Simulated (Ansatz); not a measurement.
**Active spaces for NaOH, singlet**

Computed with Ansatz's Gaussian-basis code (development build). Basis def2-SVP, nonrelativistic, 2 orbitals frozen in the corrections. State-specific CASSCF; RHF is the lowest restricted (open-shell) Hartree–Fock solution met. The basis is small, far from the limit. No symmetry is imposed, so a solution can break that of the shape. Lower solutions, or ones in other orbitals, may exist.

Geometry. A bond is stretched, to 1.68 times the sum of the covalent radii.

```xyz
3

Na    0.0000    0.0000    3.9000
O     0.0000    0.0000    0.0000
H     0.0000    0.0000   -0.9600
```

**Question.** What do CASSCF and its corrections give against RHF in CAS(6,6), and what are the occupations?

**Answer.** CASSCF -3.496 eV, SC-NEVPT2 -6.385 eV; occupations 1.99, 1.98, 1.00, 1.00, 0.02, 0.01.
